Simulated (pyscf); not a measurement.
Thermochemistry of product channels of H₃C–NH₃⁺ on the singlet surface, in kJ/mol, from ωB97M-D3(BJ)/def2-TZVP energies (ideal gas, 1 atm, RRHO with modes under 100 cm⁻¹ raised to 100, one conformer, R ln 2 for rigid chiral ones). Structures and frequencies: ωB97X-D3(BJ)/def2-SVP in PySCF.

```tsv
products	ΔE	ΔH(298 K)	ΔG(298 K)	ΔG(600 K)
H₂C=NH₂⁺ + H₂	+174.6	+142.2	+105.9	+67.1
CH₃⁺ + NH₃	+471.0	+443.3	+399.8	+354.1
```

The channel to H₂C=NH₂⁺ + H₂ turns favourable between 298 and 1200 K (ΔG from +105.9 kJ/mol to -13.9 kJ/mol).

These are energies of the channels, which say nothing of barriers.
